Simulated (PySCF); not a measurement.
# C2H3F: the cost of one run

Programs: PySCF 2.14.0, with density-fitted response routines of our own. Each step states its level of theory. These are calculated values for one molecule in the gas phase, unless marked as measured. Atoms count from 0, in the outputs and in this text.

### 1 Starting geometry

6 atoms, charge 0, multiplicity 1; geometry from: MMFF94s. The atoms were then displaced at random by about 0.03 Å, so the start is not that level's minimum.

Bonds of the start (Å): C0–C1 1.27, C1–F2 1.31, C0–H3 0.99, C0–H4 1.18, C1–H5 1.11.

### 2 Relaxing the molecule at PBE0-D3(BJ)/def2-SVP

What the job is given:

```
{"job": {"xc": "PBE0", "basis": "def2-SVP", "d3": "d3bj", "grid": 1, "shake": 0.03, "kind": "geom"}, "charge": 0, "multiplicity": 1}
C     -0.642300    -0.150870     0.014370
C      0.589770     0.141700    -0.022410
F      1.433620    -0.847630     0.127340
H     -0.982720    -1.071830     0.144080
H     -1.422870     0.712050    -0.166740
H      1.087610     1.120570    -0.165910
```

Run with:

```console
> OMP_NUM_THREADS=1 python probes_run.py task.json out
```

This one command runs all jobs of the session in turn.

Q: Estimate the wall time and peak memory of this first job on 1 thread of Intel Xeon Platinum 8488C, shared host.

About 7.7 s, with a peak of 0.27 GiB.
